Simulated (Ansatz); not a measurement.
# SiH₄+ (doublet): wave-function methods side by side at a displaced geometry (v1), 6-31G

Aim: climb from Hartree-Fock through coupled cluster and multireference methods for SiH₄+ (doublet) at one geometry and basis, and see what each rung misses.

Program: Ansatz 0.2.0, Gaussian basis. Level of theory: 6-31G, core rule «outside noble gas», up to 5 orbitals frozen. These are calculated values, not measurements.

To be run: UHF; CCSD(T) on ROHF; CCSD(T) on UHF; BCCD(T) on ROHF; CISD; CCSDT(Q) on ROHF; CCSDT(Q) on UHF; CISDTQ; CCSDTQ on ROHF; CCSDTQ on UHF; CASSCF and MRCISD+Q, 7 electrons in 8 orbitals; CASSCF and NEVPT2, 7 electrons in 8 orbitals; Full CI.

11 further runs of the same task are left out: 3 that didn't finish, 8 set aside as unsound or not needed.

**1. The system**

The geometry is a PBE0/def2-TZVP stationary point (not a proven minimum) with its atoms shifted at random (size 0.040 Å).

5 atoms, charge 1, spin multiplicity 2.

Atoms are counted from 1 here; the program's logs count them from 0.

Bond lengths: Si1–H2 1.518 Å, Si1–H3 1.469 Å, Si1–H4 1.542 Å, Si1–H5 1.597 Å. Angles: H2–Si1–H3 90.2°, H2–Si1–H4 91.3°, H2–Si1–H5 176.0°, H3–Si1–H4 178.5°, H3–Si1–H5 91.6°, H4–Si1–H5 86.9°.

**2. UHF**

in.yaml reads:

```yaml
crystal:
  periodic: [false, false, false]
  atoms:
    - {symbol: Si, position_ang: [0.003370, -0.000123, 0.005157]}
    - {symbol: H, position_ang: [-0.008629, 1.074594, 1.077783]}
    - {symbol: H, position_ang: [0.033658, -1.040785, 1.042127]}
    - {symbol: H, position_ang: [-0.035433, 1.064060, -1.109542]}
    - {symbol: H, position_ang: [-0.083495, -1.094449, -1.154075]}
basis:
  gaussian: {orbitals: 6-31G}
total_charge: 1
magnetization: {spin_polarized: true, initial_magnetization: 1}
hamiltonian: {xc: hf}
output: {orbitals: {seedname: orbitals}}
```

Launch:

```console
$ ansatz run in.yaml --threads 1 --pin off --events-out ev --progress --plain --max-ram 2393MiB
```

Further steps of the session: CCSD(T) on ROHF; CCSD(T) on UHF; BCCD(T) on ROHF; CISD; CCSDT(Q) on ROHF; CCSDT(Q) on UHF; CISDTQ; CCSDTQ on ROHF; CCSDTQ on UHF; CASSCF and MRCISD+Q, 7 electrons in 8 orbitals; CASSCF and NEVPT2, 7 electrons in 8 orbitals; Full CI.

Before running them: what should the planned runs give, taken together? Wanted: FCI below the RHF energy; RMP2 from FCI; UMP2 from FCI; RCCSD from FCI; RCCSD(T) from FCI; UCCSD(T) from FCI; RCCSDT(Q) from FCI; UCCSDT(Q) from FCI; NEVPT2 valence from FCI.

As calculated:

```
                         quantity                                                                                                                          value
         FCI below the RHF energy                                                                                                                     -2.4767 eV
                    RMP2 from FCI                                                                                                                +17.64 kcal/mol
                    UMP2 from FCI                                                                                                                +17.00 kcal/mol
                   RCCSD from FCI                                                                                                                 +1.02 kcal/mol
                RCCSD(T) from FCI                                                                                                                 +0.31 kcal/mol
                UCCSD(T) from FCI                                                                                                                 +0.38 kcal/mol
               RCCSDT(Q) from FCI                                                                                                                  0.00 kcal/mol
               UCCSDT(Q) from FCI                                                                                                                  0.00 kcal/mol
          NEVPT2 valence from FCI                                                                                                                 +2.71 kcal/mol
        MRCISD+Q valence from FCI                                                                                                                 +0.42 kcal/mol
levels within 1 kcal/mol (43 meV)  RCCSD(T), UCCSD(T), BCCD(T), RCCSDT, UCCSDT, CISDTQ, RCCSDT(Q), UCCSDT(Q), RCCSDTQ, UCCSDTQ, MRCISD valence, MRCISD+Q valence
                    T1 diagnostic                                                                                                                          0.030
   effectively unpaired electrons                                                                                                                           1.03
```

**Reading.** RCCSD(T) misses by +0.31 kcal/mol, 0.5 % of the correlation energy. One determinant dominates. Of the multireference levels listed MRCISD+Q valence comes nearest in total energy (+0.42 kcal/mol), which doesn't show that its space is the better one. These misses are within one basis, not against nature; the frozen cores of restricted and unrestricted runs differ, which can shift their rows.
